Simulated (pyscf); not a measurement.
Single points on ωB97X-D3(BJ)/def2-SVP structures (PySCF, gas phase). Correlated levels are frozen-core, on RHF or UHF. ΔMP2 is the change of the MP2 total energy from the triple- to the quadruple-zeta basis.

Problem. What is the homolytic dissociation enthalpy (298 K, CCSD(T)/def2-TZVPP + ΔMP2(QZVPP)) of the P–P bond of H₂P–PH–GeH₃, to PH₂• + •HP–GeH₃?

Solution. P–P to PH₂• + •HP–GeH₃: 57.3 kcal/mol. H₂P–PH–GeH₃ lies 5.4 kcal/mol over its isomer H₂P–GeH₂–PH₂, and others may lie lower still (electronic energy, ωB97M-D3(BJ)). Other isomers of •HP–GeH₃ were not searched in full and may lie lower. The CCSD(T) − MP2 part came from Ansatz, without density fitting, on the same reference. The frozen core leaves the outer d or s,p core shells of the metals and heavy elements correlated in the MP2 and CC values, and def2-TZVPP describes them poorly, which can shift differences by a few kcal/mol. Elements up to Kr have no core potential and no relativistic terms here.
